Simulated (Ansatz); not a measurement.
**NH₃ with HF: superposition error and deformation**

The task here is to estimate one member of a computed series from the others.

Program: Ansatz 0.2.0, Gaussian basis. Level of theory: PBE0-D4 structures, single points in def2-TZVPPD. These are calculated values, not measurements.

Levels: PBE-D4, revPBE-D4, BLYP-D4, r2SCAN-D4, B97M-V, PBE0-D4, B3LYP-D4, HSE06-D4, wB97X-V, wB97M-V, B2PLYP, Hartree-Fock, MP2, CCSD, CCSD(T).

Cores are frozen in the correlated methods. B3LYP uses VWN-RPA correlation. B2PLYP carries no dispersion term here.

129 further runs of the same task are left out: 129 set aside as unsound or not needed.

## The system as given

The relaxed pair: 6 atoms, charge 0, spin multiplicity 1.

Atoms are counted from 1 here; the program's logs count them from 0.

Bond lengths: N1–H2 1.013 Å, N1–H3 1.013 Å, N1–H4 1.013 Å, F5–H6 0.960 Å. Angles: H2–N1–H3 107.7°, H2–N1–H4 107.7°, H3–N1–H4 107.7°.

Geometry (Å):

```xyz
6
charge 0, multiplicity 1
N    -0.0064    0.0470   -0.5262
H     0.4385    0.9074   -0.8221
H     0.4838   -0.7214   -0.9680
H    -0.9550    0.0524   -0.8813
F     0.0254   -0.1853    2.0768
H     0.0137   -0.1001    1.1208
```

Atoms 1 to 4 are fragment A (NH₃), the rest fragment B (HF). From earlier runs, pair energy (eV) and counterpoise interaction (meV):

| method | E(pair) | interaction |
| --- | --- | --- |
| PBE-D4 | -4270.36792 | -651 |
| revPBE-D4 | -4273.65676 | -591 |
| BLYP-D4 | -4274.12011 | -599 |
| r2SCAN-D4 | -4272.76296 | -646 |
| B97M-V | -4273.43587 | -590 |
| PBE0-D4 | -4270.45546 | -653 |
| B3LYP-D4 | -4275.12599 | -622 |
| HSE06-D4 | -4270.25522 | -653 |
| wB97X-V | -4273.32074 | -610 |
| wB97M-V | -4273.19683 | -593 |
| B2PLYP | -4272.17713 | -587 |
| Hartree-Fock | -4253.21578 | -495 |
| MP2 | -4267.23860 | -561 |
| CCSD(T) | -4268.01449 | -552 |

First each fragment is run alone in its own basis, frozen in the shape it has in the pair (a, b).

The first run:

a/in.yaml reads:

```yaml
crystal:
  periodic: [false, false, false]
  atoms:
    - {symbol: N, position_ang: [-0.006448, 0.046970, -0.526181]}
    - {symbol: H, position_ang: [0.438488, 0.907430, -0.822067]}
    - {symbol: H, position_ang: [0.483780, -0.721366, -0.968041]}
    - {symbol: H, position_ang: [-0.954993, 0.052424, -0.881345]}
basis:
  gaussian: {orbitals: "def2-TZVPPD.json"}
hamiltonian: {xc: pbe, dispersion: d4}
```

b/in.yaml reads:

```yaml
crystal:
  periodic: [false, false, false]
  atoms:
    - {symbol: F, position_ang: [0.025363, -0.185333, 2.076849]}
    - {symbol: H, position_ang: [0.013710, -0.100125, 1.120786]}
basis:
  gaussian: {orbitals: "def2-TZVPPD.json"}
hamiltonian: {xc: pbe, dispersion: d4}
```

The basis file named in the input lies beside it (Basis Set Exchange, JSON).

The same command starts each run, in its folder.

Command:

```
ansatz run in.yaml --threads 2 --pin off --events-out ev --progress --plain --max-ram 5222MiB
```

Among the steps run: PBE-D4/def2-TZVPPD; r2SCAN-D4/def2-TZVPPD; PBE0-D4/def2-TZVPPD; B3LYP-D4/def2-TZVPPD; wB97X-V/def2-TZVPPD; wB97M-V/def2-TZVPPD; B2PLYP/def2-TZVPPD; BLYP-D4/def2-TZVPPD; revPBE-D4/def2-TZVPPD; B97M-V/def2-TZVPPD; HSE06-D4/def2-TZVPPD; CCSD(T)/def2-TZVPPD; Relaxing NH₃ alone; Relaxing HF alone.

One table of the session follows, with a row left open; its other results are not shown here.

| method | interaction with counterpoise (meV) |
| --- | --- |
| PBE-D4 | -651 |
| revPBE-D4 | -591 |
| BLYP-D4 | -599 |
| r2SCAN-D4 | -646 |
| B97M-V | -590 |
| PBE0-D4 | -653 |
| B3LYP-D4 | -622 |
| HSE06-D4 | -653 |
| wB97X-V | -610 |
| wB97M-V | -593 |
| B2PLYP | -587 |
| Hartree-Fock | -495 |
| MP2 | -561 |
| CCSD | ? |
| CCSD(T) | -552 |

Q: Estimate the row for CCSD from the others.

**Answer.** interaction with counterpoise (meV): -537. In the column «interaction with counterpoise (meV)» it lies between CCSD(T) (-552) and Hartree-Fock (-495).
